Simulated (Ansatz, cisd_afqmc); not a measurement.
System: CH₂, charge 0, singlet. This singlet is an excited state, 0.4 eV above the triplet at CCSD(T)/cc-pV5Z (Ansatz, a first-principles code). CH2 (SMILES [CH2]).
B3LYP-D3(BJ)/def2-TZVP minimum from Ansatz:
```xyz
3

C      0.0073     0.0003     0.1749
H     -0.0104     0.8611    -0.5267
H     -0.0333    -0.8629    -0.5227
```
Charge 0, spin multiplicity 1.

Total energies in cc-pVQZ, 6 correlated electrons, 1 frozen orbitals. UHF or UKS for unpaired electrons; spin-orbit terms are left out. Correlated methods leave the cores frozen. No relativity. AFQMC/CISD: phaseless, guided by CISD from CCSD amplitudes; bars are statistical, one sigma. Outlying blocks are dropped, and bars are widened where a walk drifts. Over all cases where full CI ran beside it in this data, AFQMC minus full CI had a median of +0.1 mEh and passed +0.4 mEh in a tenth of the cases. The restricted determinant of CH2 ([CH2], singlet) is unstable towards broken spin symmetry in at least one set run.

```json
[
 {"method": "HF", "program": "Ansatz", "energy (Eh)": "-38.89501", "minus CCSDT(Q) (mEh)": "177.90"},
 {"method": "MP2", "program": "Ansatz", "energy (Eh)": "-39.04323", "minus CCSDT(Q) (mEh)": "29.68"},
 {"method": "CCSD", "program": "Ansatz", "energy (Eh)": "-39.06655", "minus CCSDT(Q) (mEh)": "6.36"},
 {"method": "CCSD(T)", "program": "Ansatz", "energy (Eh)": "-39.07191", "minus CCSDT(Q) (mEh)": "1.00"},
 {"method": "CCSDT(Q)", "program": "Ansatz", "energy (Eh)": "-39.07291", "minus CCSDT(Q) (mEh)": "0.00"},
 {"method": "AFQMC/CISD", "program": "cisd_afqmc", "energy (Eh)": "-39.0733 ± 0.0003", "minus CCSDT(Q) (mEh)": "-0.4 ± 0.3"}
]
```

Rough core times of Ansatz's runs on a shared machine: CCSD(T) under 20 s, CCSDT(Q) 3 min.
